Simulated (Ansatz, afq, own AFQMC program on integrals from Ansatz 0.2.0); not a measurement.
# NH4⁺, singlet in 6-31G, levels against full CI

```xyz
5

N     0.0780   -0.0781    0.0787
H     0.6684    0.5142    0.6689
H    -0.5149   -0.6663    0.6704
H    -1.9072    1.9092   -1.9243
H     0.6696   -0.6718   -0.5089
```

Basis 6-31G. Only valence electrons are correlated. AFQMC by an in-house program on the Cholesky factors that Ansatz 0.2.0 writes for its CCSD(T) run. The CISD trial takes its coefficients from CCSD amplitudes. Released means that phaseless walkers are propagated on without the constraint, phases kept. Uncertainties: one standard error, sampling alone.

Determinant: UHF, the one that the program's search chose, which needn't be the lowest solution. The geometry is a point of a scan.

Full CI on the same integrals is exact in this basis and with this determinant's frozen core.

Cautions: unrestricted determinant spin contaminated (⟨S²⟩ 1.00 against 0.00); the CCSDT(Q) amplitudes may be one of several solutions (largest double 0.53); the CCSDTQ amplitudes may be one of several solutions (largest double 0.81); the released energies move by 1.5 errors or more from one time to the next, so no released level is given (meV from the phaseless value at times in 1/Eh: -6 ± 3 at 0.24, -11 ± 3 at 0.51, -11.1 ± 1.9 at 0.99, -9 ± 3 at 1.62, -17 ± 4 at 2.40), though the last usable value meets full CI within the noise; the next higher spin lies close (full CI puts it 35 meV above).

* T1 diagnostic: 0.0095
* weight of the determinant in the CISD state: 0.957
* ⟨S²⟩ of the determinant: 1.004
* size of the correlated space: 8 electrons in 16 orbitals

```csv
level,correlation energy (eV)
MP2,-2.3925
CCSD,-2.8427
CCSD(T),-2.8660
```

Question: Estimate where phaseless AFQMC with a CISD trial lies against CCSD(T) on the same integrals.

Answer: 0.6 ± 0.3 kJ/mol below CCSD(T). The gap is under twice the noise, so this walk alone can't tell the two apart.

Reference: full CI, correlation energy -2.891 eV. The cautions show a poor starting determinant, so the rows tell how each method copes with it here, and full CI is the sure value.

| level | E − E(reference) (kJ/mol) | share of correlation (%) |
| --- | --- | --- |
| CCSD(T) | 2.4 | 99.13 |
| CCSDT | 1.1 | 99.61 |
| CCSDT(Q) | 0.2 | 99.91 |
| CCSDTQ | 0.1 | 99.95 |
| ph-AFQMC/CISD | 1.8 ± 0.3 | 99.34 |

CCSDT and higher add their correlation energy to the determinant of the CCSD(T) run, since their own runs factorise the integrals more tightly (a shift of under 2 meV). A walk keeps the symmetry of its determinant, which the program's search chose and which needn't be the lowest solution, so a lower state of the same spin and another symmetry isn't excluded.
